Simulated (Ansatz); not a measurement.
For trigonal Te, rVV10 (Ansatz, a program for electronic structure, plane waves, PAW) gives:

```
Item                  Result
-------------------  -------
lattice parameter a  4.521 Å
c axis length        6.022 Å
```

Q: What does r²SCAN0 (PAW; Ansatz) give for the same quantities?

A: 
- lattice constant a: 4.814 Å (grows by 6.5 %)
- lattice parameter c: 5.740 Å (falls by 4.7 %)

For comparison: lattice constant a 4.456 Å (measured, 293 K, not corrected to a static lattice; as tabulated in Wikipedia's data pages); lattice parameter c 5.928 Å (measured, 293 K, no zero-point or thermal correction; as tabulated in Wikipedia's data pages).

Changes are worked out from the printed values.

Unless a cell is named, each level is at its own relaxed cell (rVV10 35.54, r²SCAN0 38.40 Å³/atom).

Caveats: the cell comes from a level without a dispersion term, which matters for the spacing of layers, chains or molecules (r²SCAN0). Ansatz's density-functional and Hartree–Fock values are scalar-relativistic unless marked +SOC, with PAW data made under PBE.
